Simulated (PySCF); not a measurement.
**BP at ROHF-MP2**

Level: ROHF-MP2. PySCF, spin-free X2C with a Gaussian nucleus, basis sets B x2c-TZVPPall, P x2c-TZVPPall.

- state: ³Π (triplet), unpaired electrons σ ↑, π ↑
- bond length: 0.1744 nm
- harmonic wavenumber: 976 cm⁻¹
- force constant: 4.56 mdyn/Å
- rotational constant Be: 0.6825 cm⁻¹
- anharmonicity ωexe: 4.76 cm⁻¹
- vibration–rotation constant αe: 0.00514 cm⁻¹
- well depth De to B + P: 3.24 eV
- dissociation energy D0: 3.18 eV

Correlated steps freeze 6 core orbitals. The state is the lowest determinant that a PBE0 search found; another state may lie lower at other levels.
